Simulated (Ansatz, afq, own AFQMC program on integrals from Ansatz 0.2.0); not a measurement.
MgBr⁻, triplet in aug-cc-pVDZ, levels against CCSDT(Q)

```xyz
2

Br    0.0000    0.0000    0.0000
Mg    0.0000    0.0000    1.9500
```

Basis aug-cc-pVDZ. Only valence electrons are correlated. Integrals, coupled cluster, full CI and functionals: Ansatz 0.2.0; the random walks run on the same integrals in our own AFQMC program. The CISD trial takes its coefficients from CCSD amplitudes. Released means that phaseless walkers are propagated on without the constraint, phases kept. ± is one standard error of the sampling. No spin–orbit coupling.

Determinant: UHF, the one that the program's search chose, which needn't be the lowest solution. The geometry is a point of a scan.

No full CI on the walks' own integrals is used here; CCSDT(Q) serves as the reference and is uncertain by about the last step of the cluster series.

Cautions: no relativity below Rb; no spin-orbit coupling; inner d shell frozen; lower spins were not checked.

```
T1 diagnostic                               : 0.0214
weight of the determinant in the CISD state : 0.908
⟨S²⟩ of the determinant                     : 2.001
size of the correlated space                : 10 electrons in 44 orbitals
```

```csv
level,correlation energy (eV)
MP2,-3.7404
CCSD,-4.1199
CCSD(T),-4.2231
```

**Question.** Estimate where AFQMC with the constraint released lies against CCSD(T) on the same integrals.

**Answer.** 0.06 ± 0.24 kcal/mol above CCSD(T). The gap is under twice the noise, so this walk alone can't tell the two apart.

Reference: CCSDT(Q), correlation energy -4.242 eV. The released energy is read at 2.40 1/Eh (meV from the phaseless value at times in 1/Eh: 0 ± 9 at 0.24, -14 ± 7 at 0.51, -23 ± 9 at 0.99, -3 ± 7 at 1.62, 12 ± 11 at 2.40).

```json
{"level": "CCSD(T)", "E − E(reference) (kcal/mol)": "0.43", "share of correlation (%)": "99.56"}
{"level": "CCSDT", "E − E(reference) (kcal/mol)": "0.18", "share of correlation (%)": "99.82"}
{"level": "ph-AFQMC/CISD", "E − E(reference) (kcal/mol)": "0.21 ± 0.19", "share of correlation (%)": "99.79"}
{"level": "released AFQMC", "E − E(reference) (kcal/mol)": "0.49 ± 0.24", "share of correlation (%)": "99.49"}
```

A walk keeps the symmetry of its determinant, which the program's search chose and which needn't be the lowest solution, so a lower state of the same spin and another symmetry isn't excluded. Released energies are given only where the last usable release times agree within the noise; a slower fall can still hide under it.
